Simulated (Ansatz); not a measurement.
**Worked example: correlation energy of HAlGa, doublet**

Geometry: a PBE0/def2-TZVP stationary point for this spin, not checked as a minimum.

```yaml
atoms:
  - { symbol: Al, position_ang: [0.0000, 0.0000, 0.3496] }
  - { symbol: Ga, position_ang: [0.0000, 0.0000, -2.3209] }
  - { symbol: H, position_ang: [0.0000, 0.0000, 1.9714] }
```

Basis 6-31G (Cartesian d functions); Ansatz 0.2.0. Correlated methods freeze the noble-gas cores and the filled d shells of p-block atoms, which leaves 7 electrons in 25 orbitals. R marks a restricted (for open shells ROHF) determinant. No spin–orbit coupling is included, and no scalar relativity.

Full CI is exact within this basis and frozen core; it isn't the basis-set limit.

Runs differ by some tens of microhartree through their thresholds and, for an open shell, their frozen cores, so steps under 0.03 kcal/mol mean nothing.

```
    level  total energy (hartree)
      RHF            -2165.336280
     RMP2            -2165.392125
    RCCSD            -2165.417779
 RCCSD(T)            -2165.419819
   RCCSDT            -2165.420751
RCCSDT(Q)            -2165.420880
  full CI            -2165.420927
```

Q: What is the correlation energy at full CI, and what share of it do RMP2 and RCCSD recover?

A: E(corr) = -2165.420927 − (-2165.336280) = -0.084647 hartree = -2.303 eV. RMP2: -0.055845 / -0.084647 = 65.97 %. RCCSD: -0.081499 / -0.084647 = 96.28 %.

Q: By how many kcal/mol does RCCSD(T) miss full CI (1 hartree = 627.509 kcal/mol), and which steps make up the rest?

A: -2165.419819 − (-2165.420927) = 0.001108 hartree = 0.70 kcal/mol. Steps: RCCSDT − RCCSD(T) = -0.58, RCCSDT(Q) − RCCSDT = -0.08, full CI − RCCSDT(Q) = -0.03 kcal/mol. That is within 1 kcal/mol of the reference in this basis, which itself misses far more of the correlation at the basis-set limit.
